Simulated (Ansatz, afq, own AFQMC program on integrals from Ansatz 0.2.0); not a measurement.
## AlSiH₂, quartet: a scan with AFQMC

```xyz
4

Si    0.0000    0.0000    1.2493
Al    0.0000    0.0000   -1.1594
H     0.0000    1.4055   -1.8880
H     0.0000   -1.4055   -1.8880
```

The Si1–Al2 distance is changed with both sides rigid. Energies in mEh count from this geometry (2.409 Å) at the same level; the start stands on UHF, each point on the determinant named.

Basis cc-pVDZ. Noble-gas cores (and the filled d shells of Ga–Kr and In–Xe) are frozen. Integrals, coupled cluster, full CI and functionals: Ansatz 0.2.0; the random walks run on the same integrals in our own AFQMC program. The CISD trial takes its coefficients from CCSD amplitudes. Released means that phaseless walkers are propagated on without the constraint, phases kept. Error bars are statistical, one sigma.

Cautions, each for one point or more: lower spins were not checked; released walk and highest rung disagree.

```
r(Si1–Al2) / Å  det.     T1  weight  ⟨S²⟩  r2SCAN  PBE0  CCSD(T)
         2.178   UHF  0.027    0.88  3.75    11.5  11.5     14.2
         2.625   UHF  0.027    0.88  3.76     4.5   4.4      3.4
         3.339   UHF  0.025    0.88  3.77    40.8  40.8     39.2
         4.536   UHF  0.013    0.89  3.76    72.0  70.1     63.3
```

(1) Estimate the curve of CCSDT(Q), counted from the same start.

Answers

(1) 
| r(Si1–Al2) / Å | det. | T1 | weight | ⟨S²⟩ | CCSDT(Q) | ph-AFQMC/CISD |
| --- | --- | --- | --- | --- | --- | --- |
| 2.178 | UHF | 0.027 | 0.88 | 3.75 | 14.2 | 13.6 ± 0.4 |
| 2.625 | UHF | 0.027 | 0.88 | 3.76 | 3.3 | 3.4 ± 0.4 |
| 3.339 | UHF | 0.025 | 0.88 | 3.77 | 39.0 | 38.2 ± 0.5 |
| 4.536 | UHF | 0.013 | 0.89 | 3.76 | 63.8 | 64.0 ± 0.4 |

Weight is that of the determinant in the CISD state; at the start T1 is 0.028 and the weight 0.88, and ⟨S²⟩ is 3.75. Largest departures from CCSDT(Q), at the points where its series has closed: CCSD(T) -0.5 mEh at 4.536 (on UHF), ph-AFQMC/CISD -0.8 mEh at 3.339 (on UHF) (within the noise), r2SCAN 8.2 mEh at 4.536, PBE0 6.3 mEh at 4.536. Functionals count only at points shown to share the start's state and spin. In this small basis the wave-function levels are far from their limit, so their gap to the functionals isn't the functionals' error.

CCSDT and higher add their correlation energy to the determinant of the CCSD(T) run, since their own runs factorise the integrals more tightly (a shift of under 2 meV). A walk keeps the symmetry of its determinant, which the program's search chose and which needn't be the lowest solution, so a lower state of the same spin and another symmetry isn't excluded.
